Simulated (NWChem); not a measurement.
A series in which one site is exchanged, each optimised at PBE0/def2-SVP with NWChem, gas phase unless a solvent is named. For some, no frequency run checked for a minimum. def2 effective core potentials on Y, La; no spin-orbit coupling.

A: [Cl][Y]([Cl])[Cl] (YCl$_{3}$; site = Y)
B: B(Cl)(Cl)Cl (BCl3; site = B)
C: [Cl][La]([Cl])[Cl] (LaCl3; site = La)

Q: Rank them by orbital gap (eV), PBE0/def2-SVP, lowest first.

A: C (5.95), A (6.14), B (7.57)
